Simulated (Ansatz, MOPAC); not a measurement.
Species: trans-butane, C$_{4}$H$_{10}$ (charge 0, singlet). SMILES: CCCC

Atoms: C1, C2, C3, C4, H5, H6, H7, H8, H9, H10, H11, H12, H13, H14. Bonds: C1-C2, C1-H5, C1-H7, C1-H8, C2-C3, C2-H11, C2-H12, C3-C4, C3-H13, C3-H14, C4-H6, C4-H9, C4-H10.

Bond lengths (Å) and angles (degrees) optimised at PM7 with MOPAC; HF/3-21G with Ansatz (a first-principles code); HF/6-31G* with Ansatz; PBE/6-31G* with Ansatz, each started from the B3LYP-D3(BJ)/def2-TZVP structure (Ansatz) of the last column. A row stands for all coordinates that are equal there; 8 of 13 kinds are shown. 6-31G* holds six Cartesian d functions. No wavenumbers were computed at PBE/6-31G*, so these may be saddle points.

```
coordinate    PM7  HF/3-21G  HF/6-31G*  PBE/6-31G*  B3LYP-D3(BJ)/def2-TZVP
----------  -----  --------  ---------  ----------  ----------------------
C1-C2       1.529     1.541      1.528       1.533                   1.526
C1-H5       1.096     1.084      1.086       1.104                   1.092
C1-H7       1.096     1.085      1.086       1.105                   1.093
C2-C3       1.535     1.540      1.530       1.536                   1.527
C2-H11      1.106     1.086      1.088       1.108                   1.095
C1-C2-C3    111.0     112.1      113.1       113.3                   113.2
C2-C1-H5    111.2     111.1      111.3       111.6                   111.6
C2-C1-H7    111.4     110.6      111.1       111.2                   111.1
```

Mean signed difference of all 13 bond lengths from B3LYP-D3(BJ)/def2-TZVP: PM7 0.006 Å, HF/3-21G -0.003 Å, HF/6-31G* -0.004 Å, PBE/6-31G* 0.011 Å.
